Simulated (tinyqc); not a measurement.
Worked calculation: extended Hueckel theory, for HF-. The parameters take no account of the charge, which enters only through the electron count, and nothing here shows that the anion is bound. One step of it, computed by the program tinyqc.

Problem. Wolfsberg-Helmholz matrix. H_ij = K' S_ij (H_ii + H_jj)/2 for i != j (the diagonal keeps H_ii), with K' = 1.75.

overlap S, lower triangle:
```
,1F 2s,1F 2px,1F 2py,1F 2pz,2H 1s
1F 2s,1.000000
1F 2px,0.000000,1.000000
1F 2py,0.000000,0.000000,1.000000
1F 2pz,0.000000,0.000000,0.000000,1.000000
2H 1s,0.383157,0.000000,0.000000,0.330672,1.000000
```

diagonal H_ii (eV): 1F 2s -40.000000, 1F 2px -18.100000, 1F 2py -18.100000, 1F 2pz -18.100000, 2H 1s -13.600000

K = 1.750000

Give: H.

Solution.

H (eV), lower triangle:
```
,1F 2s,1F 2px,1F 2py,1F 2pz,2H 1s
1F 2s,-40.0000
1F 2px,0.0000,-18.1000
1F 2py,0.0000,0.0000,-18.1000
1F 2pz,0.0000,0.0000,0.0000,-18.1000
2H 1s,-17.9701,0.0000,0.0000,-9.1720,-13.6000
```
